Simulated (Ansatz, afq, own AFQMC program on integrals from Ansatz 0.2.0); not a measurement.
## BO, doublet in 6-31G, levels against full CI

```json
{"atom": "B", "x (Å)": "0.0000", "y (Å)": "0.0000", "z (Å)": "0.0000"}
{"atom": "O", "x (Å)": "0.0000", "y (Å)": "0.0000", "z (Å)": "2.1670"}
```

Basis 6-31G. Noble-gas cores (and the filled d shells of Ga–Kr and In–Xe) are frozen. AFQMC by an in-house program on the Cholesky factors that Ansatz 0.2.0 writes for its CCSD(T) run. ph-AFQMC/CISD is guided by a CISD state made of CCSD amplitudes; releasing the constraint for a short imaginary time cuts its bias at the price of noise, slowly where states lie close. Error bars are statistical, one sigma.

Determinant: ROHF, the one that the program's search chose, which needn't be the lowest solution. The geometry is a point of a scan.

Full CI on the same integrals is exact in this basis and with this determinant's frozen core.

Cautions: a spin-contaminated unrestricted determinant lies lower (UHF 574 meV lower, ⟨S²⟩ 1.31); strong correlation (T1 0.049, weight of the determinant 0.84, largest double 0.17); CCSD(T) is in doubt: in a space of 9 electrons in 8 natural orbitals full CI lies 85 meV below it; the released energies are still falling, so no released level is given (meV from the phaseless value at times in 1/Eh: -15 ± 8 at 0.24, -25 ± 7 at 0.51, -33 ± 8 at 0.99, -39 ± 13 at 1.62, -72 ± 15 at 2.40).

The T1 diagnostic is 0.0488 and the weight of the determinant in the CISD state is 0.839. The size of the correlated space is 9 electrons in 16 orbitals.

| level | correlation energy (eV) |
| --- | --- |
| MP2 | -3.8674 |
| CCSD | -4.7053 |
| CCSD(T) | -4.8851 |

**Question.** Estimate where full CI lies against CCSD(T) on the same integrals.

**Answer.** 3.12 mEh below CCSD(T).

Reference: full CI, correlation energy -4.970 eV.

| level | E − E(reference) (mEh) | share of correlation (%) |
| --- | --- | --- |
| CCSD(T) | 3.12 | 98.29 |
| CCSDT | 1.12 | 99.39 |
| CCSDT(Q) | -0.04 | 100.02 |
| CCSDTQ | -0.04 | 100.02 |
| ph-AFQMC/CISD | 2.79 ± 0.27 | 98.47 |

CCSDT and higher add their correlation energy to the determinant of the CCSD(T) run, since their own runs factorise the integrals more tightly (a shift of under 2 meV). A walk keeps the symmetry of its determinant, which the program's search chose and which needn't be the lowest solution, so a lower state of the same spin and another symmetry isn't excluded.
